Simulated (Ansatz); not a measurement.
Geometry optimisation, Ansatz, RKS LDA/6-31G*.

The input (input.yaml):

```yaml
crystal:
  periodic: [false, false, false]
  atoms:
    - { symbol: C, position_ang: [-0.8833, -1.0037, 0.01] }
    - { symbol: C, position_ang: [0.0309, 0.1783, 0.2819] }
    - { symbol: "N", position_ang: [1.3877, -0.3011, 0.2231] }
    - { symbol: C, position_ang: [-0.0597, 1.2857, -0.7631] }
    - { symbol: O, position_ang: [-0.2062, 2.4619, -0.4955] }
    - { symbol: H, position_ang: [-1.9664, -0.5819, 0.0042] }
    - { symbol: H, position_ang: [-0.8176, -1.7459, 0.7566] }
    - { symbol: H, position_ang: [-0.7124, -1.3893, -0.9927] }
    - { symbol: H, position_ang: [-0.1697, 0.624, 1.3124] }
    - { symbol: H, position_ang: [1.50028, -1.1174, 0.87959] }
    - { symbol: H, position_ang: [1.56062, -0.75217, -0.70836] }
    - { symbol: H, position_ang: [-0.1167, 0.9501, -1.7953] }
basis:
  gaussian: { orbitals: "6-31G*" }
hamiltonian:
  xc: lda
relax:
  f_tol: 0.015
  max_steps: 40
```

Launched with:

```bash
$ ansatz run input.yaml --threads 1 --pin off --max-ram 2048MiB --backend cpu --events-out ev --progress --plain --runs-dir out
```

Q: Where does it end, and by what steps?

A: The forces met the threshold. After 26 steps the energy has fallen by 0.526 eV; H12 moved furthest, 1.60 Å.

```
step  energy less start (eV)  largest force component (eV/Å)  accepted
   0                  0.0000                           3.318       yes
   1                 -0.1665                           2.296       yes
   2                 -0.3138                           1.064       yes
   3                 -0.3413                           0.612       yes
   4                 -0.3620                           0.235       yes
   5                 -0.3768                           0.186       yes
   6                 -0.3905                           0.101       yes
   7                 -0.3984                           0.145       yes
   8                 -0.3831                           1.297        no
   9                 -0.4052                           0.060       yes
  10                 -0.4095                           0.412       yes
  11                 -0.4050                           0.749        no
  12                 -0.4153                           0.237       yes
  13                 -0.4218                           0.205       yes
  14                 -0.4310                           0.325       yes
  15                 -0.4294                           1.293        no
  16                 -0.4412                           0.243       yes
  17                 -0.4526                           0.280       yes
  18                 -0.4624                           0.469       yes
  19                 -0.4939                           0.209       yes
  20                 -0.5137                           0.206       yes
  21                 -0.5239                           0.078       yes
  22                 -0.5257                           0.040       yes
  23                 -0.5251                           0.164        no
  24                 -0.5262                           0.017       yes
  25                 -0.5263                           0.024       yes
  26                 -0.5264                           0.013       yes
```

```xyz
12
Properties=species:S:1:pos:R:3
C -1.042 -0.862 0.122
C 0.129 0.091 0.203
N 1.452 -0.450 -0.025
C -0.057 1.264 -0.729
O -1.114 1.580 -1.232
H -1.997 -0.310 0.194
H -1.001 -1.626 0.919
H -1.042 -1.379 -0.857
H 0.153 0.566 1.214
H 1.712 -1.099 0.725
H 1.456 -0.995 -0.898
H 0.900 1.828 -0.923
```

Whether the end is a true minimum wasn't checked by a vibrational analysis.

The run took 3.9 min on 1 CPU thread of a shared host.
